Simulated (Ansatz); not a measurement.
# Cohesive energy of rutile MnF2 at several levels of theory

No measured value is used here.

```json
[
 {"level (code)": "LDA (Ansatz)", "value (eV/atom)": "…", "cell (Å³/atom)": "12.17"},
 {"level (code)": "BLYP (Ansatz)", "value (eV/atom)": "4.22", "cell (Å³/atom)": "13.80"},
 {"level (code)": "PBE (Ansatz)", "value (eV/atom)": "…", "cell (Å³/atom)": "13.49"},
 {"level (code)": "revPBE (Ansatz)", "value (eV/atom)": "4.11", "cell (Å³/atom)": "14.02"},
 {"level (code)": "RPBE (Ansatz)", "value (eV/atom)": "4.10", "cell (Å³/atom)": "14.18"},
 {"level (code)": "PBE-D3(BJ) (Ansatz)", "value (eV/atom)": "4.55", "cell (Å³/atom)": "13.20"},
 {"level (code)": "PBE-D4 (Ansatz)", "value (eV/atom)": "4.56", "cell (Å³/atom)": "13.21"},
 {"level (code)": "PBEsol-D3(BJ) (Ansatz)", "value (eV/atom)": "…", "cell (Å³/atom)": "12.64"},
 {"level (code)": "rVV10 (Ansatz)", "value (eV/atom)": "4.54", "cell (Å³/atom)": "13.29"},
 {"level (code)": "r²SCAN (Ansatz)", "value (eV/atom)": "4.56", "cell (Å³/atom)": "13.00"},
 {"level (code)": "HSE06 (Ansatz)", "value (eV/atom)": "4.28", "cell (Å³/atom)": "13.25"}
]
```

**Question.** Fill in the missing entries.

**Answer.** 
- LDA (Ansatz, a quantum-chemistry and plane-wave program), value (eV/atom): 5.18
- PBE (Ansatz), value (eV/atom): 4.41
- PBEsol-D3(BJ) (Ansatz), value (eV/atom): 4.80

Free atoms are spin-polarised, in the lowest state found; at levels without +SOC their spin–orbit coupling is left out. Spin-polarised runs: LDA (opposed moments), BLYP (opposed moments), PBE (opposed moments), revPBE (opposed moments), RPBE (opposed moments), PBE-D3(BJ) (opposed moments), PBE-D4 (opposed moments), PBEsol-D3(BJ) (opposed moments), rVV10 (opposed moments), r²SCAN (opposed moments), HSE06 (opposed moments). HSE06: the free atom's electronic state is in doubt. Each level is taken at its own relaxed cell. Cutoffs and k meshes differ between the levels. Ansatz's density-functional and Hartree–Fock values are scalar-relativistic unless marked +SOC, with PAW data made under PBE.
